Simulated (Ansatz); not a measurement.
Born–Oppenheimer molecular dynamics of AlH$_{3}$O (5 atoms, charge 0, multiplicity 1). It goes on from the last frame of an earlier run, with new velocities.

The calculation used RKS PBE0-D4/def2-mTZVP in Ansatz.

```yaml
ensemble: NVE (velocity Verlet)
time_step: 0.25 fs
steps_asked: 100
starting_velocities_drawn_for: 300 K
seed: 55033
```

First frame:

```xyz
5
Properties=species:S:1:pos:R:3
Al 0.023 -0.081 -0.017
H 0.059 -0.046 1.489
H 1.355 0.217 -0.801
O -1.347 -0.332 -0.939
H -2.180 -0.774 -0.763
```

(1) What does the run give?

(2) What happens to the structure?

(3) How do temperature and energy run in time?

Results:

(1) The run went to its last step.

- steps done: 100
- time covered: 25 fs
- mean temperature over the second half: 312 K
- spread of the potential energy over the second half: 5.3 meV per atom
- mean potential energy of the second half above the start: -0.9 meV per atom

The conserved energy stayed within 0.022 meV per atom of its start (net change -0.0052 meV per atom), so the integration is sound. A run of 0.025 ps of so small a system gives no equilibrium averages.

(2) The same pairs are bonded in the first frame and the last. Pairs count as bonded within 1.25 times the sum of covalent radii (0.12 Å more for H–H). This is one draw of velocities; another would differ in detail.

(3) 
```csv
time (fs),T (K),potential energy less start (eV),conserved less start (meV/atom)
0,300,0.000,0.00
2,277,0.009,0.02
4,411,-0.043,-0.01
6,429,-0.050,0.00
8,350,-0.019,0.00
10,240,0.024,0.02
12,276,0.009,0.00
14,337,-0.014,-0.01
16,300,0.000,-0.01
18,200,0.039,0.02
20,252,0.019,0.01
22,391,-0.035,-0.01
24,396,-0.037,0.00
```

Time of the run: 88 s on 1 thread of Arm Neoverse V2, with other jobs on the host, peak memory 0.093 GiB.
